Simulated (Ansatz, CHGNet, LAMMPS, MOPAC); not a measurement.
## Corundum (α-Al2O3), equilibrium volume per atom

Reference value: 8.49 Å³/atom (measured, 300 K, copied from a table, unchecked, not corrected to a static lattice; as tabulated in BurnMan's mineral tables).

**Question.** What do ionic model lewis1985c, MNDO semi-empirical Hartree-Fock (MOPAC), CHGNet 0.3.0, LDA, PBE, PBE-D4, r²SCAN give, and how far is each from the reference?

**Answer.** 
| level (code) | value (Å³/atom) | difference (%) |
|---|---|---|
| ionic model lewis1985c (shell model, LAMMPS) | 8.50 | +0.1 |
| MNDO semi-empirical Hartree-Fock (MOPAC) | 8.93 | +5.2 |
| CHGNet 0.3.0 | 8.77 | +3.3 |
| LDA (Ansatz) | 8.32 | -2.0 |
| PBE (Ansatz) | 8.76 | +3.2 |
| PBE-D4 (Ansatz) | 8.59 | +1.2 |
| r²SCAN (Ansatz) | 8.49 | 0.0 |

The reference is not for a static lattice or low temperature, so close values are not ranked against it.

The measured value isn't corrected to a static lattice, so vibrations enter the comparison. A static lattice is as a rule a little smaller than the measured one.  MNDO semi-empirical Hartree-Fock (MOPAC): the method was fitted mainly to molecules. MNDO semi-empirical Hartree-Fock (MOPAC): the run uses a supercell at the zone centre in place of a k mesh. Cutoffs and k meshes differ between the levels. Ansatz's density-functional and Hartree–Fock values are scalar-relativistic unless marked +SOC, with PAW data made under PBE.

Empirical potentials (ionic model lewis1985c) are fitted to chosen data: where that held the value shown, agreement is built in, and what lay outside the fit can be far off. Machine-learned potentials (CHGNet 0.3.0) are trained on DFT data: a solid inside that data is no test of them.

Differences are worked out from the printed values.

Ansatz is a first-principles code.
